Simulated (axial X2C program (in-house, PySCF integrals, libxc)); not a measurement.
## P₂⁺: from Re and ωe to a spectrum

A bond curve at the CCSD(T) level, with spin–orbit coupling, was computed with an in-house relativistic program for diatomic molecules (basis P dyall-v3z [8s7p2d1f] (cores contracted in-house)) for the state Ω = 3/2 (⟨Sz⟩ = 0.50, ⟨Lz⟩ = 1.00 at HF). Its fit gives Re = 1.9979 Å, ωe = 675.8 cm⁻¹, ωexe = 2.59 cm⁻¹ and αe = 1.410e-03 cm⁻¹; the masses are 30.9738 and 30.9738 u. Two-component means X2C with spin–orbit coupling and atomic mean-field Coulomb and Gaunt terms.

Correlated methods: 9 electrons correlated (number of frozen shells: P 2 s, 1 p), 139 virtual spin orbitals or spinors in MP2, 90 natural virtuals in coupled cluster.

(1) Find the reduced mass, Be and the force constant.

(2) Estimate De from a Morse curve and compare with the computed well depth of 4.595 eV to P+ + P.

(3) Where do the fundamental and the first overtone lie?

(4) A Morse curve ties αe to the other constants (Pekeris). How well does that hold?

(5) Estimate the centrifugal constant by the Kratzer relation.

Occupations by symmetry block were frozen at the best pattern of an incomplete PBE0 search. De is counted from the lowest determinant-based energies of the atoms at the same level, without counterpoise correction. CCSD and (T) use frozen natural virtuals with an MP2 correction for the truncation; (T) itself is uncorrected, so its De runs slightly low. In 2c an atomic determinant is not the ground J level, so De misses part of the atomic spin–orbit lowering. This holds for CCSD(T). Other states lie close and PBE0, whose exact exchange favours high spin, may order them wrongly; the determinant shown need not be the ground state. The nearest other 2c determinant of the search, Ω = 1/2, lies 0.03 eV up at the distance of the search.

Results:

(1) From the CCSD(T) values: μ = 15.4869 u. Be = 16.8576/(μ Re²) = 0.2727 cm⁻¹. k = 5.8918×10⁻⁷ μ ωe² = 4.17 mdyn/Å.

(2) De(Morse) = ωe²/(4ωexe) = 5.466 eV against 4.595 eV computed, a ratio of 1.19. The extrapolation overshoots: the well softens faster than a Morse curve, or the lowest atomic limit lies below the one to which the curve heads.

(3) ν(1←0) = ωe − 2ωexe = 670.6 cm⁻¹; ν(2←0) = 2ωe − 6ωexe = 1336.1 cm⁻¹.

(4) αe(Morse) = 6Be²/ωe × (√(ωexe/Be) − 1) = 1.375e-03 cm⁻¹; the CCSD(T) curve gives 1.410e-03 cm⁻¹, a ratio of 0.97.

(5) D = 4Be³/ωe² = 1.78e-07 cm⁻¹.
